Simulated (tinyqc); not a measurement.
Inside a calculation. Method: Hueckel theory of the pi electrons, for the molecule C=CC(=C)O (SMILES; centres numbered as the heavy atoms are written). Computed by tinyqc, a small Python program that keeps every step. Settings: charge = 0. Command: `OMP_NUM_THREADS=1 python tinyqc.py 21263 21264 out.jsonl` (the two numbers bound the seeds that draw the settings). One thread of a shared host (Intel(R) Xeon(R) Processor @ 2.60GHz), about 0.01 s of CPU time with the checks.

## The Hueckel matrix

Centres:
```
centre,"z_r, pi electrons of the neutral centre",h
1C,1,0.000000
2C,1,0.000000
3C,1,0.000000
4C,1,0.000000
5O,2,2.000000
```

Bonds:
```
i,j,k
1,2,1
2,3,1
3,4,1
3,5,0.800000
```

H_rr = alpha + h_r beta, H_rs = k_rs beta for bonded centres.

Hueckel matrix in units of beta (H = alpha + beta A), lower triangle:
```
,1C,2C,3C,4C,5O
1C,0.000000
2C,1.000000,0.000000
3C,0.000000,1.000000,0.000000
4C,0.000000,0.000000,1.000000,0.000000
5O,0.000000,0.000000,0.800000,0.000000,2.000000
```

## Orbitals

pi electrons, sum of z_r less the charge = 6

Diagonalise; E = alpha + x beta with beta < 0, so the largest x are filled first; degenerate levels share their electrons. P = sum n_i c_ri c_si; each orbital has its largest coefficient positive (the first on a tie).

x values: 2.423031  1.356617  0.555253  -0.650573  -1.684328

occupations: 2.000000  2.000000  2.000000  0.000000  0.000000

coefficients:
```
,MO1,MO2,MO3,MO4,MO5
1C,0.091479,0.446212,-0.535650,0.623524,0.341794
2C,0.221657,0.605339,-0.297421,-0.405648,-0.575694
3C,0.445602,0.375001,0.370506,-0.359620,0.627863
4C,0.183903,0.276424,0.667274,0.552774,-0.372767
5O,0.842685,-0.466287,-0.205160,0.108541,-0.136332
```

charge and bond-order matrix P, lower triangle:
```
,1C,2C,3C,4C,5O
1C,0.988789
2C,0.899400,1.008053
3C,0.019264,0.431155,0.952924
4C,-0.434517,0.019264,0.865671,1.110970
5O,-0.042161,-0.068911,0.249262,-0.221637,1.939265
```

## Energy, charges, bond orders

E = sum n x; q_r = z_r - P_rr; bond order p = P_rs; free valence = sqrt(3) - sum of p over the bonds of the atom.

pi energy = 6 alpha + this times beta = 8.669802

pi charges: 1C 0.011211, 2C -0.008053, 3C 0.047076, 4C -0.110970, 5O 0.060735

Bond orders and lengths from R = 1.517 - 0.180 p (angstrom, C-C alone):
```
bond,p,R
1-2,0.899400,1.355108
2-3,0.431155,1.439392
3-4,0.865671,1.361179
3-5,0.249262,-
```

free valence of the carbons: 1C 0.832650, 2C 0.401496, 3C 0.185963, 4C 0.866380

gap between the highest filled and the next level = 1.205826 |beta|
